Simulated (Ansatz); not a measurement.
Input for Ansatz (development build ahead of 0.2.0):

```yaml
crystal:
  periodic: [false, false, false]
  atoms:
    - { symbol: C, position_ang: [0.0, 0.0, -1.20888] }
    - { symbol: Cl, position_ang: [0.0, 0.0, 0.70846] }
    - { symbol: H, position_ang: [0.0, -1.11954, -1.59687] }
    - { symbol: H, position_ang: [-0.96955, 0.55977, -1.59687] }
    - { symbol: H, position_ang: [0.96955, 0.55977, -1.59687] }
basis:
  gaussian: { orbitals: def2-TZVP }
hamiltonian:
  xc: hf
correlation:
  method: mp2
  frozen_orbitals: { C: 1, Cl: 5, H: 0 }
```

The input is written out in the form of the current development build from the run's settings.

Results

| Item | Value |
| --- | --- |
| Converged | yes |
| Reference energy | -499.11243 hartree |
| Correlation energy | -0.36554 hartree |
| Total energy | -499.47798 hartree |
| Spin squared of the determinant | 0.000 |
